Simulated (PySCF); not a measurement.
## trans-2-pentene (SMILES C(/C=C/C)C)

Molfile (atoms numbered from 1):
```
C5H10
     RDKit          3D

 15 14  0  0  0  0  0  0  0  0999 V2000
    2.5532   -0.2763    0.2795 C   0  0  0  0  0  0  0  0  0  0  0  0
    1.2067   -0.2460   -0.3577 C   0  0  0  0  0  0  0  0  0  0  0  0
    0.0514   -0.3157    0.2920 C   0  0  0  0  0  0  0  0  0  0  0  0
   -1.2988   -0.2723   -0.3422 C   0  0  0  0  0  0  0  0  0  0  0  0
   -2.1368    0.9044    0.1448 C   0  0  0  0  0  0  0  0  0  0  0  0
    3.1476   -1.1180   -0.0902 H   0  0  0  0  0  0  0  0  0  0  0  0
    3.1207    0.6314    0.0501 H   0  0  0  0  0  0  0  0  0  0  0  0
    2.4776   -0.3646    1.3650 H   0  0  0  0  0  0  0  0  0  0  0  0
    1.1854   -0.1617   -1.4440 H   0  0  0  0  0  0  0  0  0  0  0  0
    0.0681   -0.3958    1.3797 H   0  0  0  0  0  0  0  0  0  0  0  0
   -1.8339   -1.2039   -0.1202 H   0  0  0  0  0  0  0  0  0  0  0  0
   -1.1884   -0.2290   -1.4301 H   0  0  0  0  0  0  0  0  0  0  0  0
   -3.1320    0.8957   -0.3057 H   0  0  0  0  0  0  0  0  0  0  0  0
   -2.2617    0.8745    1.2305 H   0  0  0  0  0  0  0  0  0  0  0  0
   -1.6570    1.8532   -0.1064 H   0  0  0  0  0  0  0  0  0  0  0  0
  1  2  1  0
  2  3  2  0
  3  4  1  0
  4  5  1  0
  1  6  1  0
  1  7  1  0
  1  8  1  0
  2  9  1  0
  3 10  1  0
  4 11  1  0
  4 12  1  0
  5 13  1  0
  5 14  1  0
  5 15  1  0
M  END
```

Level of theory: TDDFT CAM-B3LYP/def2-TZVPD excited states, vertical, gas phase in PySCF 2.14.0. Geometry: PBE0-D3(BJ)/def2-TZVP.

States above about 8.2 eV (minus the energy of the highest occupied orbital) lie near or above the ionisation threshold and depend on the basis.

Question: Give the one- and two-photon strengths of the lowest singlets.

Answer: δ for parallel linear polarisation; σ at the peak of a Lorentzian of half width 0.1 eV, single beam; Ω is circular over linear.
| state | E (eV) | f | photon λ (nm) | δ (au) | σ (GM) | Ω | main |
| --- | --- | --- | --- | --- | --- | --- | --- |
| S1 | 6.54 | 0.018 | 379 | 34 | 0.53 | 0.49 | HOMO→LUMO 0.79, HOMO→LUMO+1 0.10 |
| S2 | 6.87 | 0.000 | 361 | 21.1 | 0.36 | 1.48 | HOMO→LUMO+2 0.87 |
| S3 | 7.03 | 0.286 | 353 | 107 | 1.94 | 0.36 | HOMO→LUMO+1 0.70, HOMO→LUMO 0.10 |
| S4 | 7.19 | 0.163 | 345 | 26.4 | 0.50 | 0.86 | HOMO→LUMO+3 0.81, HOMO→LUMO+1 0.09 |
| S5 | 7.60 | 0.011 | 326 | 199 | 4.22 | 0.52 | HOMO→LUMO+4 0.76 |
| S6 | 8.07 | 0.039 | 307 | 157 | 3.75 | 0.72 | HOMO→LUMO+5 0.89 |

Among these, the strongest one-photon state is S3, the strongest two-photon state S5, with a dipole change of 7.7 D (relaxed, norm of the difference vector).
